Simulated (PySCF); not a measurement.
C4H6F2.
Numbering: `[F:1][CH2:2][C:3]1([F:4])[CH2:5][CH2:6]1` (hydrogens: H7, H8 on C2; H9, H10 on C5; H11, H12 on C6)

Computed by this run: PBE0-D3(BJ)/def2-SVP geometry optimisation, gas phase (PySCF); density fitting, grid level 1; the optimiser is geomeTRIC in internal coordinates, started from a GFN2-xTB structure with every atom displaced at random (about 0.01 Å).

Step 0: E = -9661.1762 eV
```
atom  x, y, z in Å  |  force x, y, z in eV/Å
F1      1.5039    1.0565   -0.8905   -0.189   0.301  -0.872
C2      1.3424    0.5205    0.3419   -0.095  -0.069   0.184
C3     -0.0056   -0.1861    0.4556    1.150   0.245   0.882
F4     -0.0700   -0.7158    1.7262   -0.284   0.085  -0.506
C5     -1.2338    0.3365   -0.1763   -0.488  -0.034   0.739
C6     -0.6100   -0.9287   -0.6664   -0.055  -0.174   0.363
H7      2.1818   -0.1807    0.4861   -0.195  -0.205   0.314
H8      1.4376    1.3478    1.0739   -0.212  -0.299   0.121
H9     -1.1581    1.2365   -0.7537    0.135   0.606  -0.545
H10    -2.1538    0.2654    0.4098    0.009  -0.094   0.023
H11    -0.1016   -0.9245   -1.6047    0.505   0.057  -0.869
H12    -1.0958   -1.8608   -0.4235   -0.281  -0.420   0.165
```

Step 1: E = -9661.2246 eV
```
atom  x, y, z in Å  |  force x, y, z in eV/Å
F1      1.4305    1.1104   -0.9031    0.113  -0.054   0.178
C2      1.3424    0.5374    0.3418    0.012  -0.264  -0.262
C3      0.0514   -0.2260    0.4402   -0.381   0.313  -0.033
F4     -0.0887   -0.7591    1.6796    0.151  -0.157   0.336
C5     -1.1781    0.3530   -0.1625    0.043   0.027  -0.182
C6     -0.6127   -0.9555   -0.6689    0.045  -0.025  -0.147
H7      2.2150   -0.1197    0.5158   -0.062   0.043  -0.093
H8      1.3275    1.3200    1.1138    0.098   0.145   0.042
H9     -1.0572    1.2462   -0.7835   -0.021  -0.076   0.008
H10    -2.0855    0.3125    0.4372   -0.123  -0.009   0.094
H11    -0.1564   -0.9933   -1.6630    0.053   0.057   0.084
H12    -1.1512   -1.8594   -0.3691    0.073   0.000  -0.026
```

**Question.** Estimate the geometry and energy of step 2. (The exact step hangs on the optimiser's Hessian estimate; all steps are aligned on step 1, rigid shifts and turns removed.)

**Answer.** E = -9661.2525 eV, largest force 0.275 eV/Å
```
atom  x, y, z in Å  |  force x, y, z in eV/Å
F1      1.4580    1.0799   -0.9109   -0.054  -0.003   0.011
C2      1.3402    0.5296    0.3381    0.051  -0.068  -0.050
C3      0.0312   -0.2055    0.4549   -0.179   0.208   0.014
F4     -0.0879   -0.7526    1.6985    0.081   0.012  -0.007
C5     -1.2068    0.3512   -0.1595    0.089  -0.010   0.012
C6     -0.6039   -0.9391   -0.6674   -0.030  -0.100   0.012
H7      2.1911   -0.1521    0.5071   -0.034  -0.050   0.027
H8      1.3729    1.3314    1.0957    0.022   0.005  -0.009
H9     -1.0989    1.2424   -0.7824   -0.008   0.018   0.006
H10    -2.1214    0.2974    0.4366    0.008  -0.040  -0.016
H11    -0.1217   -0.9542   -1.6483    0.040   0.057   0.029
H12    -1.1159   -1.8619   -0.3839    0.014  -0.029  -0.030
```

The energy changes by -0.0279 eV. The first-order estimate −F·Δx gives -0.0435 eV and the mean of the old and new forces, exact on a quadratic surface, -0.0277 eV. The step makes an angle of 67° with the force vector and moves no atom by more than 0.054 Å.

What follows is the cost of the whole optimisation. Time: 87 s wall; peak memory 0.48 GiB. Hardware: Arm Neoverse N1, one thread, no GPU, shared host with 64 logical CPUs at a one-minute load of 60.
